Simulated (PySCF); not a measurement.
# CH2O: the cost of one run

Computed with PySCF 2.14.0, with density-fitted response routines of our own, on a single molecule in the gas phase. Atoms count from 0, in the outputs and in this text.

## Step 1: The molecule as given

4 atoms, charge 0, multiplicity 1; geometry from: MMFF94s. The atoms were then displaced at random by about 0.03 Å, so the start is not that level's minimum.

Bonds of the start (Å): C0–O1 1.14, C0–H2 1.14, C0–H3 1.17.

## Step 2: Relaxing the molecule at PBE0-D3(BJ)/def2-SVP

The job: settings as JSON, then the geometry in Å.

```
{"job": {"xc": "PBE0", "basis": "def2-SVP", "d3": "d3bj", "grid": 1, "shake": 0.03, "kind": "geom"}, "charge": 0, "multiplicity": 1}
C      0.049100    -0.074460     0.012590
O      1.175560    -0.231210    -0.010700
H     -0.818120    -0.816000    -0.024770
H     -0.323250     1.031220    -0.007580
```

On the command line:

```bash
> OMP_NUM_THREADS=1 python probes_run.py task.json out
```

The driver reads the jobs from task.json and runs them one after another.

Q: Estimate the wall time and peak memory of this first job on 1 thread of Intel Xeon Platinum 8259CL at 2.50GHz, shared host.

About 5.4 s, with a peak of 0.24 GiB.
